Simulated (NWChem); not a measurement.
# Correlation energy of C$_{2}$H$_{3}$

```xyz
5

C      0.2486     0.6847     0.0000
C     -0.1175    -0.5818     0.0000
H     -0.2181     1.6789     0.0000
H     -1.1865    -0.8878     0.0000
H      0.6179    -1.4084     0.0000
```
Charge 0, spin multiplicity 2.

Everything below was run with NWChem. Structure: optimised with UPBE/def2-SVP, a minimum by its harmonic frequencies.

Basis set: cc-pVDZ. Each correlation energy counts from its own Hartree-Fock reference.

```json
[
 {"method": "SCS-UMP2", "correlation energy (mHa)": "-228.7", "remark": "spin-contaminated"},
 {"method": "CCSD on UHF", "correlation energy (mHa)": "-268.8", "remark": "spin-contaminated"},
 {"method": "CCSD(T) on ROHF", "correlation energy (mHa)": "-287.2", "remark": "-"},
 {"method": "CCSD on ROHF", "correlation energy (mHa)": "-277.6", "remark": "-"},
 {"method": "URI-MP2", "correlation energy (mHa)": "-229.7", "remark": "spin-contaminated"},
 {"method": "CCSD(T) on UHF", "correlation energy (mHa)": "-277.8", "remark": "spin-contaminated"},
 {"method": "CCSD[T] on UHF", "correlation energy (mHa)": "-278.5", "remark": "spin-contaminated"},
 {"method": "CCSD[T] on ROHF", "correlation energy (mHa)": "-287.6", "remark": "-"},
 {"method": "UMP2", "correlation energy (mHa)": "-229.7", "remark": "spin-contaminated"}
]
```

The values span 58.9 mHa, from CCSD[T] on ROHF (lowest) to SCS-UMP2 (highest). 

The correlated methods keep 2 core orbitals frozen. The structure started from a generated list of species. The unpaired electrons of the parent sit in orbitals of symmetry a' (Cs labels of the run); other states weren't searched. No SCF solution was tested for a lower state. Open-shell Hartree-Fock references start from PBE0 orbitals. Coupled-cluster values serve here as a point of comparison, not as the truth.
